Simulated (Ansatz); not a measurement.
The input, for Ansatz 0.2.0:

```yaml
crystal:
  periodic: [false, false, false]
  atoms:
    - {symbol: B, position_ang: [0.000000, 0.000000, 0.201521]}
    - {symbol: B, position_ang: [0.000000, 0.000000, -2.464747]}
    - {symbol: H, position_ang: [0.000000, 0.000000, 2.263226]}
basis:
  gaussian: {orbitals: 6-31G}
magnetization: {spin_polarized: false, initial_magnetization: 1}
correlation: {method: sc_nevpt2, electrons: outside_noble_gas, active_space: {window: {electrons: 7, orbitals: 9}, shells: [{species: B, l: s, shell: 2}, {species: B, l: p, shell: 2}, {species: H, l: s, shell: 1}]}}
```

```sh
$ ansatz run in.yaml --threads 1 --pin off --events-out ev --progress --plain --max-ram 2393MiB
```

Log:

```
443 factors; integrals over basis functions are off by at most 9.1e-8 eV
mean field evaluation 1: about -1345.9978 eV, gradient 1.2e1 eV
mean field evaluation 2: about -1345.9985 eV, gradient 1.2e1 eV
mean field evaluation 4: about -1347.8940 eV, gradient 2.7e0 eV
mean field evaluation 8: about -1348.2147 eV, gradient 2.4e-1 eV
mean field evaluation 16: about -1344.5254 eV, gradient 5.9e0 eV
mean field evaluation 32: about -1347.5042 eV, gradient 3.1e-4 eV
mean field evaluation 64: about -1348.1515 eV, gradient 1.7e0 eV
mean field evaluation 96: about -1347.0752 eV, gradient 3.8e0 eV
mean field -1348.21782484 eV, -49.5460912082 hartree, gradient 1.8e-6 eV, S^2 0.750000; 13 other end points of the search recorded, 0 dependent functions left out
reference -1348.21782484 eV, -49.5460912082 hartree; 6, 5 occupied and 14, 15 virtual orbitals, 443 factors
state -1351.47345263 eV, -49.6657333226 hartree
state -1351.47345263 eV, -49.6657333226 hartree; corrected -1351.89667551 eV, -49.6812864766 hartree
Total energy: -1351.89667551 eV, -49.6812864766 hartree
Checks for a lower state left out: starts, orbital_swaps
```

For the same geometry and basis full CI lies 199.8 meV lower.

Ran on 1 thread of Arm Neoverse V1, shared host: 3.3 s wall, 0.15 GiB peak host memory.
